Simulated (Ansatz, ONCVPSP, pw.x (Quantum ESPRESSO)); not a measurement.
**pw.x on bcc W: one setting changed**

Potential: optimised norm-conserving Vanderbilt (ONCV), ONCVPSP 4.0.1.1 (patched build), PBEsol; core [Kr] 4d10 4f14, reference 5s2 5p6 5d4 6s2; waves: 5s+6s: rc 1.35 bohr, ncon 3, nbas 7, qcut 8.1 1/bohr, 2 projectors; 5p: rc 2.05 bohr, ncon 4, nbas 7, qcut 5.4 1/bohr, 2 projectors, debl 2.5 Ha; 5d: rc 2.85 bohr, ncon 4, nbas 8, qcut 4.3 1/bohr, 2 projectors, debl 3.1 Ha; local part: polynomial inside 1.30 bohr (lpopt 5, dvloc0 6 Ha); core correction: polynomial model core, fcfact 0.35.

The reference run (k-mesh 15³, cutoffs 70/280 Ry, Fermi–Dirac 0.01 Ry, mixing_beta 0.4, conv_thr 1e-9, no spin) gives -1.40 GPa at 15.687 Å³/atom, where all-electron LAPW gives 0.22 GPa. This run, with its own iteration cap, changes nbnd to 19.

```
&control
  calculation='scf', prefix='x', pseudo_dir='./', outdir='./tmp', tstress=.true., disk_io='none'
/
&system
  ibrav=0, nat=1, ntyp=1, ecutwfc=70, ecutrho=280, nbnd=19,
  occupations='smearing', smearing='fd', degauss=0.01
/
&electrons
  conv_thr=1e-09, mixing_beta=0.4, electron_maxstep=50
/
ATOMIC_SPECIES
W 1.0 W.UPF
CELL_PARAMETERS angstrom
  -1.57698163 1.57698163 1.57698163
  1.57698163 -1.57698163 1.57698163
  1.57698163 1.57698163 -1.57698163
ATOMIC_POSITIONS crystal
W 0.0000 0.0000 0.0000
K_POINTS automatic
15 15 15 0 0 0
```

```bash
pw.x < W.scf.in > W.scf.out
```

Task: How does the run end?

Result: It converges in 7 iterations; the free energy moves by +0.0 meV/atom and the pressure by +0.00 GPa. The result is that of the reference run.

```
Message from routine setup:
     using ibrav=0 with symmetry is DISCOURAGED, use correct ibrav instead
     lattice parameter (alat)  =       5.1616  a.u.
     unit-cell volume          =     105.8611 (a.u.)^3
     number of electrons       =        14.00
     number of Kohn-Sham states=           19
     kinetic-energy cutoff     =      70.0000  Ry
     charge density cutoff     =     280.0000  Ry
     scf convergence threshold =      1.0E-09
     Exchange-correlation= PBESOL
     number of k points=   120  Fermi-Dirac smearing, width (Ry)=  0.0100
     iteration #  1     ecut=    70.00 Ry     beta= 0.40
     total energy              =    -156.86183695 Ry
     estimated scf accuracy    <       0.03191051 Ry
     iteration #  2     ecut=    70.00 Ry     beta= 0.40
     total energy              =    -156.86095992 Ry
     estimated scf accuracy    <       0.00621896 Ry
     iteration #  3     ecut=    70.00 Ry     beta= 0.40
     total energy              =    -156.86160669 Ry
     estimated scf accuracy    <       0.00026265 Ry
     iteration #  4     ecut=    70.00 Ry     beta= 0.40
     total energy              =    -156.86162093 Ry
     estimated scf accuracy    <       0.00000169 Ry
     iteration #  5     ecut=    70.00 Ry     beta= 0.40
     total energy              =    -156.86162143 Ry
     estimated scf accuracy    <       0.00000068 Ry
     iteration #  6     ecut=    70.00 Ry     beta= 0.40
     total energy              =    -156.86162153 Ry
     estimated scf accuracy    <          4.5E-09 Ry
     iteration #  7     ecut=    70.00 Ry     beta= 0.40
     the Fermi energy is    22.8281 ev
!    total energy              =    -156.86162153 Ry
     estimated scf accuracy    <          8.2E-10 Ry
     smearing contrib. (-TS)   =      -0.00221409 Ry
     The total energy is F=E-TS. E is the sum of the following terms:
     one-electron contribution =     -12.96244112 Ry
     hartree contribution      =      15.20559435 Ry
     xc contribution           =     -39.42561692 Ry
     ewald contribution        =    -119.67694376 Ry
     convergence has been achieved in   7 iterations
          total   stress  (Ry/bohr**3)                   (kbar)     P=      -14.01
     Message from routine punch:
     Nothing written, as per user request (disk_io='none')
```

The run took about 47 s on one core of a shared host (Neoverse-N1, 64 threads, 124 GiB, load 53).
